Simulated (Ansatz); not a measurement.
System: hcp Zn. Method: LDA in Ansatz (plane waves, PAW).

Numerical settings: plane-wave cutoff 500 eV, 22×22×1 k mesh (along the axes of the cell as run), Fermi–Dirac smearing 0.1 eV, scalar-relativistic PAW data made under PBE.

What does this level give for the surface energy of the (10-11) face and work function of the (10-11) face?


- surface energy of the (10-11) face = 1.08 J/m²
- work function of the (10-11) face = 4.51 eV

The slab of 12 atoms is relaxed and unreconstructed.

Computed values are for the static lattice.

Ansatz is an electronic-structure program.
